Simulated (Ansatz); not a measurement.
Species: HO, SMILES `[OH]` (charge 0, multiplicity 2).

### Question
Give a relaxed geometry from Ansatz (an electronic-structure program) with PBE-D3(BJ)/def2-TZVP.

### Answer
the end point of this relaxation (outside a Z-matrix the atoms follow the SMILES, hydrogens last).
Cartesian coordinates (Å) in one orientation:
```xyz
2

O      0.493     0.000     0.000
H     -0.493     0.000     0.000
```
